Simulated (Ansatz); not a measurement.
For wurtzite ZnO, PBE-D3(BJ) in Ansatz (plane waves, PAW) gives:

```
Item                              Value
------------------------------  -------
equilibrium lattice constant a  3.254 Å
lattice parameter c             5.256 Å
```

Q: What does r²SCANh in Ansatz (PAW) give for the same quantities?

A: 
- lattice constant a: 3.231 Å (decreases by 0.7 %)
- lattice parameter c: 5.195 Å (shrinks by 1.2 %)

For comparison: lattice constant a 3.248 Å (measured, 4 K, zero-point motion not removed; as tabulated in arXiv:1206.3780); lattice parameter c 5.204 Å (measured, 4 K, zero-point motion not removed; as tabulated in arXiv:1206.3780).

Changes are worked out from the printed values.

Unless a cell is named, each level is at its own relaxed cell (PBE-D3(BJ) 12.05, r²SCANh 11.74 Å³/atom).

Ansatz's density-functional and Hartree–Fock values are scalar-relativistic unless marked +SOC, with PAW data made under PBE.

Ansatz is a first-principles code.
